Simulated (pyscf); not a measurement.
F–SiH₂–O–SiH₃ (SMILES F[SiH2]O[SiH3]) + HO–SiH₃ (SMILES O[SiH3]) + HF (SMILES F) -> H₃Si–O–SiH₂–O–SiH₃ (SMILES [SiH3]O[SiH2]O[SiH3]) + HF (SMILES F) + HF (SMILES F) (multi-bond step; singlet surface; F–Si, H–O, F–H broken, O–Si, F–H, F–H formed). Structures and frequencies: ωB97X-D3(BJ)/def2-SVP in PySCF. Energies in kcal/mol from the separated reactants.

```json
[
 {"level": "ωB97X-D3(BJ)/def2-TZVP", "barrier": "4.2", "reaction energy": "+4.6"},
 {"level": "PBE/def2-TZVP", "barrier": "3.6", "reaction energy": "+8.6"},
 {"level": "r²SCAN/def2-TZVP", "barrier": "(withheld)", "reaction energy": "+7.6"},
 {"level": "B3LYP-D3(BJ)/def2-TZVP", "barrier": "5.1", "reaction energy": "+5.9"},
 {"level": "M06-2X/def2-TZVP", "barrier": "(withheld)", "reaction energy": "(withheld)"},
 {"level": "HF/def2-TZVP", "barrier": "33.4", "reaction energy": "+8.2"}
]
```

Question: Complete the blanks.

Answer: 
- r²SCAN/def2-TZVP, barrier: 2.7
- M06-2X/def2-TZVP, barrier: 3.7
- M06-2X/def2-TZVP, reaction energy: +5.8

On the reactant side the descent ends in an adduct with a O–Si contact, 0.1 kcal/mol over the separated species and 4.1 kcal/mol under the saddle at ωB97X-D3(BJ)/def2-TZVP. On the product side the descent ends in a bound adduct (not fully relaxed), 16.9 kcal/mol under the separated species and 16.4 kcal/mol under the saddle at ωB97X-D3(BJ)/def2-TZVP. At ωB97X-D3(BJ), PBE, r²SCAN, B3LYP-D3(BJ), M06-2X the saddle lies under the separated products, which points to a path from their complex (located at ωB97X-D3(BJ) alone), and parting the products costs more than the saddle. What is counted as formed (O–Si) is already present as a longer contact in the reactant adduct; forming that adduct is a step of its own. One saddle was located; it need not be the lowest between these sides.
